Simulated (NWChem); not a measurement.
System: NH, triplet; SMILES [NH]

Here is an NWChem input.

```
start job
memory heap 200 mb stack 900 mb global 1100 mb
geometry units angstroms
  N      0.000000     0.000000    -0.139521
  H      0.000000     0.000000     0.907234
end
basis spherical
  * library def2-svp
end
dft
  odft
  mult 3
  xc slater vwn_5
  iterations 150
end
driver
  maxiter 120
end
task dft optimize
task dft freq
```

Parts of the log:

```
             Northwest Computational Chemistry Package (NWChem) 7.3.0
             --------------------------------------------------------

 ORDER OF PRIMARY AXIS IS BEING SET TO 4
 C4V symmetry detected

                             Geometry "geometry" -> ""
                             -------------------------

 Output coordinates in angstroms (scale by  1.889725989 to convert to a.u.)

  No.       Tag          Charge          X              Y              Z
 ---- ---------------- ---------- -------------- -------------- --------------
    1 N                    7.0000     0.00000000     0.00000000    -0.13084438
    2 H                    1.0000     0.00000000     0.00000000     0.91591063

 Effective nuclear repulsion energy (a.u.)       3.5387848570

      Symmetry information
      --------------------

 Group name             C4v
 Group number             18
 Group order               8
 No. of unique centers     2

                                Z-matrix (autoz)
                                --------

 Units are Angstrom for bonds and degrees for angles

      Type          Name      I     J     K     L     M      Value
      ----------- --------  ----- ----- ----- ----- ----- ----------
    1 Stretch                  1     2                       1.04676

                           NWChem Geometry Optimization
                           ----------------------------

 maximum gradient threshold         (gmax) =   0.000450
 rms gradient threshold             (grms) =   0.000300
 maximum cartesian step threshold   (xmax) =   0.001800
 rms cartesian step threshold       (xrms) =   0.001200
 fixed trust radius                (trust) =   0.300000
 source of zmatrix                         =   autoz

          -------------------
          Energy Minimization
          -------------------

 Using diagonal initial Hessian
 Scaling for Hessian diagonals: bonds = 1.00  angles = 0.25  torsions = 0.10

          --------
          Step   0

                                 NWChem DFT Module
                                 -----------------

 Summary of "ao basis" -> "ao basis" (spherical)
 ------------------------------------------------------------------------------
       Tag                 Description            Shells   Functions and Types
 ---------------- ------------------------------  ------  ---------------------
 N                          def2-svp                 6       14   3s2p1d
 H                          def2-svp                 3        5   2s1p

      Symmetry analysis of basis
      --------------------------

        a1          9
        a2          0
        b1          1
        b2          1
        e           8

            General Information
            -------------------
          SCF calculation type: DFT
          Wavefunction type:  spin polarized.
          No. of atoms     :     2
          No. of electrons :     8
           Alpha electrons :     5
            Beta electrons :     3
          Charge           :     0
          Spin multiplicity:     3
          Use of symmetry is: on ; symmetry adaption is: on
          Maximum number of iterations: 150
          AO basis - number of functions:    19
                     number of shells:     9
          Convergence on energy requested:  1.00D-06
          Convergence on density requested:  1.00D-05
          Convergence on gradient requested:  5.00D-04

              XC Information
              --------------
                        Slater Exchange Functional  1.000 local
                      VWN V Correlation Functional  1.000 local

             Grid Information
             ----------------
          Grid used for XC integration:  medium
          Radial quadrature: Mura-Knowles
          Angular quadrature: Lebedev.
          Tag              B.-S. Rad. Rad. Pts. Rad. Cut. Ang. Pts.
          ---              ---------- --------- --------- ---------
          N                   0.65       49           6.0       434
          H                   0.35       45           5.0       434
          Grid pruning is: on
          Number of quadrature shells:    94
          Spatial weights used:  Erf1

      Superposition of Atomic Density Guess
      -------------------------------------

 Sum of atomic energies:         -54.74346060

      Non-variational initial energy
      ------------------------------

 Total energy =     -54.499076
 1-e energy   =     -81.054914
 2-e energy   =      23.017052
 HOMO         =      -0.236362
 LUMO         =      -0.236362

 !!!!!!!!!!!!!!!!!!!!!!!!!!!!!!!!!!!!!!!!!!!!!!!!!!!!!!!!!!!!!!!!!!!!!!
 Warning - the HOMO and LUMO are degenerate and you are using symmetry.
 This can lead to non-variational energies and poor convergence.
 Modify the initial guess, or use an open-shell wavefunction, or turn
 off symmetry.
 !!!!!!!!!!!!!!!!!!!!!!!!!!!!!!!!!!!!!!!!!!!!!!!!!!!!!!!!!!!!!!!!!!!!!!

   Symmetry analysis of molecular orbitals - initial alpha
   -------------------------------------------------------

 !! scf_movecs_sym_adapt:    2 vectors were symmetry contaminated

  Symmetry fudging

 !! scf_movecs_sym_adapt:    2 vectors were symmetry contaminated

  Numbering of irreducible representations:

     1 a1          2 a2          3 b1          4 b2          5 e

  Orbital symmetries:

     1 a1          2 a1          3 a1          4 e           5 e
     6 a1          7 a1          8 a1          9 e          10 e
    11 a1         12 e          13 e          14 a1         15 b2

   Symmetry analysis of molecular orbitals - initial beta
   ------------------------------------------------------

 !! scf_movecs_sym_adapt:    2 vectors were symmetry contaminated

  Symmetry fudging

 !! scf_movecs_sym_adapt:    2 vectors were symmetry contaminated

  Numbering of irreducible representations:

     1 a1          2 a2          3 b1          4 b2          5 e

  Orbital symmetries:

     1 a1          2 a1          3 a1          4 e           5 e
     6 a1          7 a1          8 a1          9 e          10 e
    11 a1         12 e          13 e          14 a1         15 b2

   convergence    iter        energy       DeltaE   RMS-Dens  Diis-err
 ---------------- ----- ----------------- --------- --------- ---------
 d= 0,ls=0.0,diis     1    -54.6709239821 -5.82D+01  1.32D-02  6.94D-02
                                                     7.05D-03  2.73D-02
 d= 0,ls=0.0,diis     2    -54.6838396676 -1.29D-02  6.68D-03  1.67D-02
                                                     6.50D-03  1.21D-02
 d= 0,ls=0.0,diis     3    -54.6894021448 -5.56D-03  3.10D-03  4.70D-03
                                                     2.54D-03  2.04D-03
 d= 0,ls=0.0,diis     4    -54.6911278225 -1.73D-03  3.93D-04  9.29D-05
                                                     6.12D-04  8.32D-05
 d= 0,ls=0.0,diis     5    -54.6911787510 -5.09D-05  5.44D-05  4.59D-07
                                                     5.60D-05  3.32D-07
 d= 0,ls=0.0,diis     6    -54.6911792561 -5.05D-07  7.75D-06  1.06D-08
                                                     2.36D-06  1.14D-09

         Total DFT energy =      -54.691179256058
      One electron energy =      -81.497302758650
           Coulomb energy =       29.956797399825
    Exchange-Corr. energy =       -6.689458754242
 Nuclear repulsion energy =        3.538784857008

 Numeric. integr. density =        7.999998200393

                  Occupations of the irreducible representations
                  ----------------------------------------------

                     irrep           alpha         beta
                     --------     --------     --------
                     a1                3.0          3.0
                     a2                0.0          0.0
                     b1                0.0          0.0
                     b2                0.0          0.0
                     e                 2.0          0.0

                    DFT Final Alpha Molecular Orbital Analysis
                    ------------------------------------------

 Vector    3  Occ=1.000000D+00  E=-3.447187D-01  Symmetry=a1
              MO Center= -7.1D-16, -7.8D-16, -1.3D-01, r^2= 9.0D-01
   Bfn.  Coefficient  Atom+Function         Bfn.  Coefficient  Atom+Function
  ----- ------------  ---------------      ----- ------------  ---------------
     6      0.510071  1 N  pz                 3      0.378773  1 N  s
    15     -0.337446  2 H  s                  2      0.254473  1 N  s
     9     -0.254623  1 N  pz                16     -0.162586  2 H  s
     1      0.125524  1 N  s                 12     -0.028128  1 N  d  0

 Vector    4  Occ=1.000000D+00  E=-2.754965D-01  Symmetry=e
              MO Center=  7.2D-16, -9.1D-17, -1.1D-01, r^2= 7.1D-01
   Bfn.  Coefficient  Atom+Function         Bfn.  Coefficient  Atom+Function
  ----- ------------  ---------------      ----- ------------  ---------------
     4      0.661633  1 N  px                 7     -0.469112  1 N  px
     5     -0.031772  1 N  py                17     -0.026148  2 H  px

 Vector    5  Occ=1.000000D+00  E=-2.754965D-01  Symmetry=e
              MO Center= -4.7D-17,  6.3D-16, -1.1D-01, r^2= 7.1D-01
   Bfn.  Coefficient  Atom+Function         Bfn.  Coefficient  Atom+Function
  ----- ------------  ---------------      ----- ------------  ---------------
     5      0.661633  1 N  py                 8     -0.469112  1 N  py
     4      0.031772  1 N  px                18     -0.026148  2 H  py

 Vector    6  Occ=0.000000D+00  E= 3.992919D-02  Symmetry=a1
              MO Center=  1.7D-17,  2.0D-17,  1.2D+00, r^2= 2.0D+00
   Bfn.  Coefficient  Atom+Function         Bfn.  Coefficient  Atom+Function
  ----- ------------  ---------------      ----- ------------  ---------------
    16      1.508739  2 H  s                  3     -0.828654  1 N  s
     9     -0.541396  1 N  pz                 6      0.352375  1 N  pz
     2     -0.222883  1 N  s                 15      0.178536  2 H  s
     1     -0.095485  1 N  s

[...]

      ----------------------
      Optimization converged
      ----------------------

  Step       Energy      Delta E   Gmax     Grms     Xrms     Xmax
  ---- ---------------- -------- -------- -------- -------- --------
@    2     -54.69137894 -3.9D-08  0.00001  0.00001  0.00013  0.00023
                                     ok       ok       ok       ok

                                Z-matrix (autoz)
                                --------

 Units are Angstrom for bonds and degrees for angles

      Type          Name      I     J     K     L     M      Value     Gradient
      ----------- --------  ----- ----- ----- ----- ----- ---------- ----------
    1 Stretch                  1     2                       1.06440   -0.00001

                         Geometry "geometry" -> "geometry"
                         ---------------------------------

 Output coordinates in angstroms (scale by  1.889725989 to convert to a.u.)

  No.       Tag          Charge          X              Y              Z
 ---- ---------------- ---------- -------------- -------------- --------------
    1 N                    7.0000     0.00000000     0.00000000    -0.13966488
    2 H                    1.0000     0.00000000     0.00000000     0.92473113

 Effective nuclear repulsion energy (a.u.)       3.4801340226

      Symmetry information
      --------------------

 Group name             C4v
 Group number             18
 Group order               8
 No. of unique centers     2

                Final and change from initial internal coordinates
                --------------------------------------------------

                                Z-matrix (autoz)
                                --------

 Units are Angstrom for bonds and degrees for angles

      Type          Name      I     J     K     L     M      Value       Change
      ----------- --------  ----- ----- ----- ----- ----- ---------- ----------
    1 Stretch                  1     2                       1.06440    0.01764

 ==============================================================================
                                internuclear distances
 ------------------------------------------------------------------------------
       center one      |      center two      | atomic units |  angstroms
 ------------------------------------------------------------------------------
    2 H                |   1 N                |     2.01142  |     1.06440
 ------------------------------------------------------------------------------
                         number of included internuclear distances:          1
 ==============================================================================

[second-derivative integrals and response iterations left out]

  Vibrational analysis via the FX method

  See chapter 2 in "Molecular Vibrations" by Wilson, Decius and Cross

  Vib: Default input used

 ---------------------------- Atom information ----------------------------
     atom    #        X              Y              Z            mass
 --------------------------------------------------------------------------
    N        1  0.0000000D+00  0.0000000D+00 -2.6392835D-01  1.4003070D+01
    H        2  0.0000000D+00  0.0000000D+00  1.7474884D+00  1.0078250D+00
 --------------------------------------------------------------------------

[unprojected Hessian and modes left out]

        Vibrational analysis via the FX method
  --- with translations and rotations projected out ---
  --- via the Eckart algorithm                      ---
 Dependent rotation vector no.                    3
  found in ECKART; assuming linear geometry
 Projected Nuclear Hessian trans-rot subspace norm:7.7037D-34
                         (should be close to zero!)

[projected Hessian left out]

 Rotational Constants
 --------------------
 A=   0.000000 cm-1  (  0.000000 K)
 B=  15.826753 cm-1  ( 22.770658 K)
 C=  15.826753 cm-1  ( 22.770658 K)

 Temperature                      =   298.15K
 frequency scaling parameter      =   1.0000

 Linear Molecule

 Zero-Point correction to Energy  =    4.454 kcal/mol  (  0.007097 au)
 Thermal correction to Energy     =    5.934 kcal/mol  (  0.009457 au)
 Thermal correction to Enthalpy   =    6.526 kcal/mol  (  0.010401 au)

 Total Entropy                    =   41.145 cal/mol-K
   - Translational                =   34.050 cal/mol-K (mol. weight =  15.0109)
   - Rotational                   =    7.095 cal/mol-K (symmetry #  =        1)
   - Vibrational                  =    0.000 cal/mol-K

 Cv (constant volume heat capacity) =    4.966 cal/mol-K
   - Translational                  =    2.979 cal/mol-K
   - Rotational                     =    1.986 cal/mol-K
   - Vibrational                    =    0.000 cal/mol-K

[normal modes left out]

 ----------------------------------------------------------------------------
 Normal Eigenvalue ||           Projected Infra Red Intensities
  Mode   [cm**-1]  || [atomic units] [(debye/angs)**2] [(KM/mol)] [arbitrary]
 ------ ---------- || -------------- ----------------- ---------- -----------
    1       -0.000 ||    0.000000           0.000         0.000       0.000
    2        0.000 ||    0.006755           0.156         6.585       1.739
    3        0.000 ||    0.006755           0.156         6.585       1.739
    4        0.000 ||    0.093856           2.165        91.496      24.163
    5        0.000 ||    0.093856           2.165        91.496      24.163
    6     3116.867 ||    0.031835           0.734        31.035       8.196
 ----------------------------------------------------------------------------
```

Level: LDA (Slater exchange, VWN5)/def2-SVP, spin-unrestricted. No stability test was run on the SCF state.
